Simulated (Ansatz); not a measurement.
Predict the output of the script below (Ansatz 0.2.0, Python API).

`ch2s_methods.py`:
```python
"""CH2S at several levels of theory."""

import ansatz as az
from ase import Atoms

BASIS_SET = "cc-pVDZ"


def main() -> None:
    atoms = Atoms(["C", "S", "H", "H"], positions=[
        (-0.0674, -0.0882, -0.0338),
        (1.3628, 0.4619, 0.5313),
        (-1.0201, -0.1907, 0.5985),
        (-0.2198, -0.2433, -1.1163),
    ])
    mol = az.Crystal.molecule_from_ase(atoms)

    model = (
        mol.calculation()
        .basis(gaussian=BASIS_SET)
        .scf(lower_state_search="standard")
    )

    methods = ["mp2", "ccsd", "ccsd_t"]
    batch = az.Session.batch([model.correlation(m).input() for m in methods])
    reports = sorted(batch.plan().execute().molecular_reports, key=lambda each: each["member"])
    print(f"Hartree-Fock reference {reports[0]['reference_energy_ev'] / 27.211386246:.6f} Ha")
    best = reports[-1]["free_energy_ev"] - reports[-1]["reference_energy_ev"]
    for method, each in zip(methods, reports):
        gained = each["free_energy_ev"] - each["reference_energy_ev"]
        print(f"{method:8s} total {each['free_energy_ev'] / 27.211386246:.6f} Ha  correlation {gained:9.4f} eV  ({100 * gained / best:.1f} % of the last)")


if __name__ == "__main__":
    main()
```

`python ch2s_methods.py` gives:
```text
Hartree-Fock reference -436.524781 Ha
mp2      total -436.793628 Ha  correlation   -7.3157 eV  (87.7 % of the last)
ccsd     total -436.819919 Ha  correlation   -8.0311 eV  (96.3 % of the last)
ccsd_t   total -436.831399 Ha  correlation   -8.3435 eV  (100.0 % of the last)
```

Reading the output:
- The settings weren't tested for convergence.
- The geometry is a force-field or estimated start, not a minimum of this method, and the basis set is short of its limit. A lower total doesn't mark the better method: functionals have no common bound, and MP2 and coupled cluster aren't variational.
- Inner cores stay frozen, so this is valence correlation.
- For Al to Cl the sets with a tight d function, cc-pV(X+d)Z, are usual.
- Run time: 1.5 s on 1 thread of Intel(R) Xeon(R) 6975P-C (Granite Rapids) (shared host).

(Lines on the test bed's own set-up are left out of the output.)
